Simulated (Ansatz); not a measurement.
Litharge SnO, treated with B3LYP (VWN-RPA form) (plane waves, PAW; Ansatz, an electronic-structure program).

Settings: plane-wave cutoff 460 eV, 8×8×6 k mesh (along the axes of the cell as run), Fermi–Dirac smearing 0.01 eV, scalar-relativistic PAW data made under PBE.

Cell (measured lattice):

SnO is modelled in the tetragonal space group P4/nmm, origin choice 1 (No. 129), Pearson symbol tP4. Lattice parameters: a = b = 3.801 Å, c = 4.835 Å, α = β = γ = 90.00°. Sn on 2c is surrounded by 4 O at 2.219 Å. O on 2a is coordinated by 4 Sn at 2.219 Å (tetrahedral). (Neighbours: up to the widest gap in distance over summed covalent radii, below 1.35, at either atom; cation-cation and far metal-metal contacts left out.)

**Question.** Give the computed band gap, smallest direct gap on the k points sampled and Γ–Γ gap.

**Answer.** 
* **band gap**: 1.12 eV
* **smallest direct gap on the k points sampled**: 3.33 eV
* **Γ–Γ gap**: 3.38 eV

Note: cell and atoms aren't relaxed at this level (largest force component 0.08 eV/Å, pressure 5.0 GPa).

Spin–orbit coupling is not included.

The computed numbers hold no vibrational or temperature effects.

Cost on a shared machine: roughly 8 core-minutes.
